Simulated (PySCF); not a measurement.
C2H6O, SMILES CCO. Coordinates come from a PBE-D3(BJ)/def2-TZVP optimisation. One conformer was computed; it need not be the lowest.

Computed equilibrium geometry at PBE-D3(BJ)/def2-TZVP (PySCF confirms it by a frequency run) as Cartesian coordinates in Å (one conformer of several):
```xyz
9

C     -1.2044     0.1416     0.2487
C      0.0681    -0.4329    -0.3566
O      1.2390     0.3085    -0.0011
H     -2.0880    -0.4209    -0.0902
H     -1.3297     1.1947    -0.0400
H     -1.1790     0.0869     1.3488
H      0.1774    -1.4986    -0.0765
H      0.0240    -0.3889    -1.4549
H      1.3010     0.3066     0.9695
```
